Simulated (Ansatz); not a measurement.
Relaxation of C2H4ClN (8 atoms, charge 0, multiplicity 1), to a largest force component of 0.015 eV/Å in at most 40 steps.

Computed with RKS PBE-D4/def2-SVP (Ansatz).

```xyz
8
Properties=species:S:1:pos:R:3
C 0.066 1.001 0.266
N 0.361 -0.333 0.588
C 1.625 -0.594 0.710
Cl 1.994 -2.203 1.235
H -0.527 1.144 -0.708
H -0.603 1.485 1.049
H 0.958 1.647 0.186
H 2.402 0.133 0.632
```

Task: Where does it end, and by what steps?

Result: It converged. After 7 steps the energy has fallen by 0.260 eV; H7 moved furthest, 0.10 Å.

```tsv
step	energy less start (eV)	largest force component (eV/Å)	accepted
0	0.0000	3.784	yes
1	-0.1240	1.423	yes
2	-0.1633	1.318	yes
3	-0.2548	0.303	yes
4	-0.2591	0.138	yes
5	-0.2601	0.057	yes
6	-0.2601	0.026	yes
7	-0.2601	0.012	yes
```

```xyz
8
Properties=species:S:1:pos:R:3
C 0.048 1.069 0.259
N 0.364 -0.296 0.609
C 1.573 -0.617 0.762
Cl 2.051 -2.245 1.185
H -0.523 1.080 -0.693
H -0.628 1.496 1.030
H 0.934 1.742 0.151
H 2.459 0.052 0.656
```

Whether the end is a true minimum wasn't checked by a vibrational analysis.

The run took 35 s on 1 thread of Intel(R) Xeon(R) Processor @ 2.50GHz (Skylake/Cascade Lake), on a shared host, peak memory 0.13 GiB.
